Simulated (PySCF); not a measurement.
**A PySCF run on SiO**

State: ¹Σ⁺ (singlet), closed shell.

An equivalent input (the run itself took its basis sets from the Basis Set Exchange, started from a PBE0 density and held the occupation σ 7α 7β, πx 2α 2β, πy 2α 2β):

```python
from pyscf import gto, scf, cc
mol = gto.M(atom='Si 0 0 0; O 0 0 1.51', basis={'Si': 'def2-TZVPP', 'O': 'def2-TZVPP'},
            charge=0, spin=0, verbose=4, symmetry='C2v')
mf = scf.RHF(mol)
mf.irrep_nelec = {'A1': 14, 'B1': 4, 'B2': 4}
mf.conv_tol = 1e-9
mf.max_cycle = 60
mf.diis_space = 10
mf.kernel()
mycc = cc.CCSD(mf, frozen=[0, 1, 2, 3, 4, 5, 72])
mycc.run(conv_tol=1e-7, conv_tol_normt=1e-5, max_cycle=80, diis_space=8)
et = mycc.ccsd_t()
```

The SCF ended at -363.84148992 hartree. The coupled-cluster part of the log:

```
******** <class 'pyscf.cc.ccsd.CCSD'> ********
CC2 = 0
CCSD nocc = 5, nmo = 66
frozen orbitals [0, 1, 2, 3, 4, 5, 72]
max_cycle = 80
direct = 0
conv_tol = 1e-07
conv_tol_normt = 1e-05
diis_space = 8
diis_start_cycle = 0
diis_start_energy_diff = 1e+09
Init t2, MP2 energy = -364.176133156452  E_corr(MP2) -0.334643233050576
Init E_corr(CCSD) = -0.334643233051306
cycle = 1  E_corr(CCSD) = -0.319493042816506  dE = 0.0151501902  norm(t1,t2) = 0.0859794
cycle = 2  E_corr(CCSD) = -0.337129218737457  dE = -0.0176361759  norm(t1,t2) = 0.0407773
cycle = 3  E_corr(CCSD) = -0.334957876295844  dE = 0.00217134244  norm(t1,t2) = 0.0297178
cycle = 4  E_corr(CCSD) = -0.336538661808631  dE = -0.00158078551  norm(t1,t2) = 0.00797092
cycle = 5  E_corr(CCSD) = -0.337014210037913  dE = -0.000475548229  norm(t1,t2) = 0.00176701
cycle = 6  E_corr(CCSD) = -0.336864518007114  dE = 0.000149692031  norm(t1,t2) = 0.000811594
cycle = 7  E_corr(CCSD) = -0.336832005106585  dE = 3.25129005e-05  norm(t1,t2) = 0.00022069
cycle = 8  E_corr(CCSD) = -0.336847055385499  dE = -1.50502789e-05  norm(t1,t2) = 8.54414e-05
cycle = 9  E_corr(CCSD) = -0.336846649574317  dE = 4.05811182e-07  norm(t1,t2) = 1.74267e-05
cycle = 10  E_corr(CCSD) = -0.336845562734338  dE = 1.08683998e-06  norm(t1,t2) = 6.18467e-06
cycle = 11  E_corr(CCSD) = -0.336845614271189  dE = -5.15368507e-08  norm(t1,t2) = 2.98156e-06
CCSD converged
E(CCSD) = -364.1783355376726  E_corr = -0.3368456142711886
CCSD(T) correction = -0.0174431178112105
```

T1 diagnostic 0.026, D1 0.056, 10 electrons correlated, 1 of the virtual orbitals (those above 20 hartree) left out.

Repeating this along the bond gives Re = 1.521 Å and ωe = 1227 cm⁻¹.

A point of this curve took 3.9 CPU seconds beside 0.36 for the integrals, on Arm Neoverse V1 (shared host).

Correlated steps freeze 6 core orbitals. The CCSD T1 diagnostic is raised, a sign that a single reference may not be enough here.
